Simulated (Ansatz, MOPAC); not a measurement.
Process, species as SMILES: C[Si](C)(P)P + 4 [H][H] (H2) → 2 C (CH4) + 2 P (PH3) + [SiH4] (SiH4)

Wanted: energy of full hydrogenation (enthalpy at 298 K), in kcal/mol. Terms: spin-orbit terms left out; 6-31G* and kin with 6d, 5d where marked; no dispersion term unless named; non-relativistic; valence correlation only. Basis-set limits of correlation are two-point, X^-3; Hartree-Fock from the larger set. Ab initio and DFT rows: single points at B3LYP-D3(BJ) geometries (Ansatz, a program for electronic structure), with unscaled harmonic terms from B3LYP/6-31G* (Ansatz) at its own minima. Semi-empirical rows: MOPAC heats of formation at their own minima for 298 K.

| species | coefficient | E at MP2/6-31G* (Ansatz), Eh | E at wB97X-V/def2-TZVPD (Ansatz), Eh | H(298 K) - E, kcal/mol | heat of formation at PM3 (MOPAC), kcal/mol |
|---|---|---|---|---|---|
| C[Si](C)(P)P | -1 | -1052.49142 | -1054.35105 | 76.64 | -28.35 |
| [H][H] (H2) | -4 | -1.14411 | -1.17238 | 8.44 | -13.39 |
| C (CH4) | +2 | -40.33255 | -40.51531 | 30.76 | -13.03 |
| P (PH3) | +2 | -342.55157 | -343.09555 | 17.62 | 0.22 |
| [SiH4] (SiH4) | +1 | -291.30711 | -291.83995 | 22.18 | 12.47 |

Coupled cluster (Ansatz) is a level with limits of its own, used here on species with T1 under 0.025 (0.045 for open shells) and stable references: CCSD(T)/CBS(cc-pV(T+d)Z,cc-pV(Q+d)Z). Value to compare with, CCSD(T)/CBS(cc-pV(T+d)Z,cc-pV(Q+d)Z) (Ansatz): -1.2 kcal/mol. 1 Eh = 627.5095 kcal/mol.

Question: Work the quantity out at each level, and compare with CCSD(T)/CBS(cc-pV(T+d)Z,cc-pV(Q+d)Z) (Ansatz).

Answer: 
- MP2/6-31G*: the sum of coefficient times E is -0.00749 Eh, or -4.70 kcal/mol; the thermal terms add 8.54. Result: 3.8 kcal/mol. Its difference against CCSD(T)/CBS(cc-pV(T+d)Z,cc-pV(Q+d)Z) (Ansatz) is 5.0 kcal/mol.
- wB97X-V/def2-TZVPD: the sum of coefficient times E is -0.02110 Eh, or -13.24 kcal/mol; the thermal terms add 8.54. Result: -4.7 kcal/mol. Its difference against CCSD(T)/CBS(cc-pV(T+d)Z,cc-pV(Q+d)Z) (Ansatz) is -3.5 kcal/mol.
- PM3: the sum of coefficient times heat of formation is 68.76 kcal/mol; it needs no thermal term. Its difference against CCSD(T)/CBS(cc-pV(T+d)Z,cc-pV(Q+d)Z) (Ansatz) is 70.0 kcal/mol.
